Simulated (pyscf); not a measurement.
Structures and frequencies: ωB97X-D3(BJ)/def2-SVP in PySCF.

For the elementary gas-phase step H₂N–Ti(NH₂)(Cl)–Cl → ammonia (NH₃) + HN=Ti(Cl)–Cl (singlet surface; N–Ti, H–N broken, H–N formed), what barrier and reaction energy does ωB97M-D3(BJ)/def2-TZVP give, measured from the reactant's lowest minimum found?

ΔE‡ = 1.69 eV, ΔE = +2.16 eV. Zero-point energy shifts the barrier by -0.11 eV. It is an elimination, with an imaginary mode of 1813i cm⁻¹. On the product side the descent ends in an adduct with a N–Ti contact, 1.92 eV under the separated species and 1.34 eV under the saddle at ωB97X-D3(BJ)/def2-TZVP. At ωB97M-D3(BJ) the saddle lies under the separated products, which points to a path from their complex (located at ωB97X-D3(BJ) alone), and parting the products costs more than the saddle. What is counted as broken (N–Ti) persists as a longer contact in the product adduct; parting that adduct is a step of its own. At the saddle there is also a short H–Ti contact that neither side keeps. This is the saddle that the search found; another between the same sides may lie lower.
